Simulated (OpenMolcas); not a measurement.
# UHF/MIDI (RICD fitting, C-PCM dimethylsulfoxide) run of CH4ClSi (SMILES [SiH3][CH]Cl), part 2 of 2

OpenMolcas 26.06. The steps go on from the part before.

## 3. The quartet at the same level

Contents of mol.xyz:

```xyz
7

Si    -0.682180     0.341260    -0.284310
C      0.961750    -0.300430     0.296940
Cl     1.102660    -1.778310     1.107020
H     -1.302230    -0.615500    -1.205790
H     -0.398010     1.610760    -0.949180
H     -1.587970     0.533440     0.853480
H      1.905980     0.208770     0.181860
```

Contents of calc.input:

```
* CH4ClSi Hartree-Fock

&GATEWAY
  BasLib = $CurrDir
  Coord = mol.xyz
  Basis = MIDI
  Group = NoSym
  RICD
  RF-Input
  PCM-Model
  Solvent=dimethylsulfoxide
  Conductor
  End of RF-Input

&SEWARD

&SCF
  UHF
  Spin = 4
  PrOrbitals = 1 2

&ALASKA
```

The basis set MIDI is read from a file made from the Basis Set Exchange's data (not shown).

Started as:

```
$ export MOLCAS_MEM=1860
$ pymolcas calc.input > calc.log
```

The program printed:

```text
--- Start Module: gateway ---

                                              &GATEWAY

                       available to each process: 1.9 GB of memory, 1 thread

 Basis Set     1 Label: SI.MIDI
 Basis set is read from library:.
 basistype.tbl is not found

 Basis Set     2 Label: C.MIDI
 Basis set is read from library:.
 basistype.tbl is not found

 Basis Set     3 Label: CL.MIDI
 Basis set is read from library:.
 basistype.tbl is not found

 Basis Set     4 Label: H.MIDI
 Basis set is read from library:.
 basistype.tbl is not found

++    Symmetry information:
      ---------------------

                    Character Table for C1

                             E
                    a        1  x, y, xy, Rz, z, xz, Ry, yz, Rx, I
--

++    Basis set information:
      ----------------------

      Basis set label: SI.MIDI.........

      Electronic valence basis set:
      ------------------
      Associated Effective Charge  14.000000 au
      Associated Actual Charge     14.000000 au
      Nuclear Model: Point charge

      Shell  nPrim  nBasis  Cartesian Spherical Contaminant
         s       9       4        X
         p       6       3        X

      Basis set label: C.MIDI.........

      Electronic valence basis set:
      ------------------
      Associated Effective Charge   6.000000 au
      Associated Actual Charge      6.000000 au
      Nuclear Model: Point charge

      Shell  nPrim  nBasis  Cartesian Spherical Contaminant
         s       6       3        X
         p       3       2        X

      Basis set label: CL.MIDI.........

      Electronic valence basis set:
      ------------------
      Associated Effective Charge  17.000000 au
      Associated Actual Charge     17.000000 au
      Nuclear Model: Point charge

      Shell  nPrim  nBasis  Cartesian Spherical Contaminant
         s       9       4        X
         p       6       3        X

      Basis set label: H.MIDI.........

      Electronic valence basis set:
      ------------------
      Associated Effective Charge   1.000000 au
      Associated Actual Charge      1.000000 au
      Nuclear Model: Point charge

      Shell  nPrim  nBasis  Cartesian Spherical Contaminant
         s       3       2        X
--

++    Molecular structure info:
      -------------------------

                    ************************************************
                    **** Cartesian Coordinates / bohr, angstrom ****
                    ************************************************

     Center  Label                x              y              z                     x              y              z
        1      SI1             -1.289133       0.644888      -0.537268             -0.682180       0.341260      -0.284310
        2      C2               1.817444      -0.567730       0.561135              0.961750      -0.300430       0.296940
        3      CL3              2.083725      -3.360519       2.091965              1.102660      -1.778310       1.107020
        4      H4              -2.460858      -1.163126      -2.278613             -1.302230      -0.615500      -1.205790
        5      H5              -0.752130       3.043895      -1.793690             -0.398010       1.610760      -0.949180
        6      H6              -3.000828       1.008056       1.612843             -1.587970       0.533440       0.853480
        7      H7               3.601780       0.394518       0.343666              1.905980       0.208770       0.181860

                    ***************************************
                    *    InterNuclear Distances / bohr    *
                    ***************************************

               1 SI1           2 C2            3 CL3           4 H4            5 H5            6 H6
    1 SI1      0.000000
    2 C2       3.511091        0.000000
    3 CL3      5.859379        3.195937        0.000000
    4 H4       2.770223        5.169384        6.677104        0.000000
    5 H5       2.760834        5.019139        8.009801        4.566611        0.000000
    6 H6       2.772142        5.177349        6.720617        4.488767        4.561333        0.000000
    7 H7       4.975918        2.038890        4.411501        6.786618        5.526665        6.751421

               7 H7
    7 H7       0.000000

                    *******************************************
                    *    InterNuclear Distances / angstrom    *
                    *******************************************

               1 SI1           2 C2            3 CL3           4 H4            5 H5            6 H6
    1 SI1      0.000000
    2 C2       1.857989        0.000000
    3 CL3      3.100650        1.691217        0.000000
    4 H4       1.465939        2.735520        3.533371        0.000000
    5 H5       1.460971        2.656014        4.238604        2.416546        0.000000
    6 H6       1.466954        2.739735        3.556397        2.375353        2.413754        0.000000
    7 H7       2.633143        1.078934        2.334466        3.591324        2.924585        3.572698

               7 H7
    7 H7       0.000000

                    **************************************
                    *    Valence Bond Angles / degree    *
                    **************************************
                          Atom centers                 Phi
                      4 H4       1 SI1      5 H5       111.30
                      4 H4       1 SI1      6 H6       108.17
                      5 H5       1 SI1      6 H6       111.05
--

            Nuclear Potential Energy            133.09351100 au

--- Stop Module: gateway /rc=_RC_ALL_IS_WELL_ ---

[... 53 lines left out ...]
      Nuclear repulsion energy =  133.09351100
[... 51 lines left out ...]
++ Convergence information
                               UHF SCF        iterations: Energy and convergence statistics
[... 34 lines left out ...]
       Convergence after  28 Iterations
[... 3 lines left out ...]
 *                                             SCF/KS-DFT Program, Final results                                             *
 *                                                       Final Results                                                       *
[... 144 lines left out ...]
      Charge            0.1357

      Total electronic charge=   41.000000

      Total            charge=   -0.000000
--

++    Molecular orbitals:
      -------------------

      Title: Natural orbitals

      Molecular orbitals for symmetry species 1: a

      Basis set list:
        1 SI1    1s                 10 SI1    2py                19 C2     2py                28 CL3    2px                37 H4     1s
        2 SI1    1s                 11 SI1    2pz                20 C2     2py                29 CL3    2px                38 H5     1s
        3 SI1    1s                 12 SI1    2pz                21 C2     2pz                30 CL3    2py                39 H5     1s
        4 SI1    1s                 13 SI1    2pz                22 C2     2pz                31 CL3    2py                40 H6     1s
        5 SI1    2px                14 C2     1s                 23 CL3    1s                 32 CL3    2py                41 H6     1s
        6 SI1    2px                15 C2     1s                 24 CL3    1s                 33 CL3    2pz                42 H7     1s
        7 SI1    2px                16 C2     1s                 25 CL3    1s                 34 CL3    2pz                43 H7     1s
        8 SI1    2py                17 C2     2px                26 CL3    1s                 35 CL3    2pz
        9 SI1    2py                18 C2     2px                27 CL3    2px                36 H4     1s

  Index Energy  Occupation Coefficients ...

    1 -104.1006    2.0000         23 CL3    1s     ( 0.986),

    2  -68.3134    2.0000          1 SI1    1s     ( 0.988),
[... 28 lines of this table left out ...]
   16   -0.6917    1.9994         15 C2     1s     (-0.273),    18 C2     2px    (-0.171),    31 CL3    2py    (-0.336),    32 CL3    2py    (-0.229),
                                  34 CL3    2pz    ( 0.185),

   17   -0.6010    1.9991         15 C2     1s     ( 0.185),    17 C2     2px    ( 0.182),    18 C2     2px    ( 0.191),    19 C2     2py    ( 0.209),
                                  20 C2     2py    ( 0.194),    31 CL3    2py    (-0.229),    32 CL3    2py    (-0.164),    42 H7     1s     ( 0.305),
                                  43 H7     1s     ( 0.165),

   18   -0.6285    1.9976          3 SI1    1s     ( 0.480),     4 SI1    1s     ( 0.304),

   19   -0.5719    1.9921          3 SI1    1s     (-0.177),     6 SI1    2px    (-0.224),     7 SI1    2px    (-0.230),    15 C2     1s     (-0.295),
[... 10 lines of this table left out ...]
                                  16 C2     1s     (-0.525),    20 C2     2py    (-0.437),    31 CL3    2py    (-0.350),    38 H5     1s     ( 0.403),
                                  39 H5     1s     ( 0.656),

   24    0.4183    0.0024          6 SI1    2px    ( 0.929),    37 H4     1s     ( 0.689),    41 H6     1s     ( 0.775),

   25    0.7154    0.0009          4 SI1    1s     (-0.476),    16 C2     1s     (-0.466),    18 C2     2px    (-0.621),    19 C2     2py    (-0.523),
[... 12 lines of this table left out ...]
   31    0.9756    0.0000          6 SI1    2px    (-1.433),     7 SI1    2px    ( 1.396),     9 SI1    2py    ( 1.547),    10 SI1    2py    (-1.943),
                                  13 SI1    2pz    ( 1.134),

   32    0.9905    0.0000          4 SI1    1s     (-1.445),     6 SI1    2px    (-1.386),     7 SI1    2px    ( 1.819),    10 SI1    2py    ( 0.920),
                                  37 H4     1s     ( 1.127),    41 H6     1s     ( 1.112),

[... 23 lines of this table left out ...]
   43    0.9933    0.0000         12 SI1    2pz    (-1.299),    13 SI1    2pz    ( 2.100),    37 H4     1s     ( 1.303),

--

++    Molecular properties:
      ---------------------

      Charge (e):
                      =   -0.0000
      Dipole Moment (debye):
      Origin of the operator (angstrom)=    0.3751   -0.6900    0.4203
                   X= -1.9514E+00               Y=  5.5688E+00               Z= -3.6174E+00           Total=  6.9213E+00
      Quadrupole Moment (debye*angstrom):
      Origin of the operator (angstrom)=    0.3751   -0.6900    0.4203
                  XX= -3.8922E+01              XY= -7.0006E-01              XZ=  8.1389E-01              YY= -2.8659E+01
                  YZ= -4.9190E+00              ZZ= -3.4305E+01
      In traceless form (debye*angstrom)
                  XX= -7.4395E+00              XY= -1.0501E+00              XZ=  1.2208E+00              YY=  7.9538E+00
                  YZ= -7.3786E+00              ZZ= -5.1433E-01
--

--- Stop Module: scf /rc=_RC_ALL_IS_WELL_ ---
--- Module scf spent 4 seconds ---

--- Start Module: alaska ---

                                              &ALASKA

                       available to each process: 1.9 GB of memory, 1 thread

                     Threshold for contributions to the gradient: 1.000E-07

                    ********************************************
                    * Symmetry Adapted Cartesian Displacements *
                    ********************************************

           Irreducible representation : a
           Basis function(s) of irrep: x, y, xy, Rz, z, xz, Ry, yz, Rx, I

 Basis Label        Type   Center Phase
   1   SI1          x         1     1
   2   SI1          y         1     1
   3   SI1          z         1     1
   4   C2           x         2     1
   5   C2           y         2     1
   6   C2           z         2     1
   7   CL3          x         3     1
   8   CL3          y         3     1
   9   CL3          z         3     1
  10   H4           x         4     1
  11   H4           y         4     1
  12   H4           z         4     1
  13   H5           x         5     1
  14   H5           y         5     1
  15   H5           z         5     1
  16   H6           x         6     1
  17   H6           y         6     1
  18   H6           z         6     1
  19   H7           x         7     1
  20   H7           y         7     1
  21   H7           z         7     1

                     No automatic utilization of translational and rotational invariance of the energy is employed.

 RI-ERI gradients!

 **************************************************
 *              Molecular gradients               *
 **************************************************

  Irreducible representation: a
 ------------------------------------------------------------------------------------------
                              X                       Y                       Z
 ------------------------------------------------------------------------------------------
  SI1               6.26521591013232E-02    1.98918918583984E-01   -1.82315215060196E-01
  C2               -9.72405205499944E-02   -7.65415362535942E-02    2.51582597358699E-02
  CL3              -4.64241883886984E-03    9.92461228969592E-02   -5.33024318788016E-02
  H4                8.17192919982028E-02    1.36378341075538E-01    1.57003864836720E-01
  H5               -7.10040971782657E-02   -3.33899429673021E-01    1.35812769019795E-01
  H6                4.64888372048122E-02   -1.67666340960682E-02   -8.38652630746712E-02
  H7               -1.79732517372075E-02   -7.33578253381229E-03    1.50801642127918E-03
 ------------------------------------------------------------------------------------------

--- Stop Module: alaska /rc=_RC_ALL_IS_WELL_ ---

.##################.
.# Happy landing! #.
.##################.

    Timing: Wall=5.46 User=4.82 System=0.62
```

It took 5.7 s on 1 thread of Arm Neoverse V1, shared host; peak memory 0.25 GiB.

## 4. What came out

This closing draws on all 2 parts.

Level: UHF/MIDI (RICD fitting, C-PCM dimethylsulfoxide).

```
                                        quantity          value
                           doublet: total energy  -784.64054 Eh
                          doublet: dipole moment         3.39 D
     doublet: HOMO energy (highest over α and β)       -9.05 eV
      doublet: LUMO energy (lowest over α and β)        3.53 eV
                                   doublet: ⟨S²⟩          0.766
               doublet: largest force on an atom    11.180 eV/Å
                           quartet: total energy  -784.32304 Eh
                          quartet: dipole moment         6.92 D
     quartet: HOMO energy (highest over α and β)       -1.43 eV
      quartet: LUMO energy (lowest over α and β)       -1.06 eV
                                   quartet: ⟨S²⟩          3.775
               quartet: largest force on an atom    18.892 eV/Å
vertical energy of the quartet above the doublet       8.640 eV
```

At this shape the quartet lies 8.64 eV (199 kcal/mol) above the doublet. The largest force (doublet) is 11.18 eV/Å: too large for a shape near rest, so the state or the gradient is in doubt.
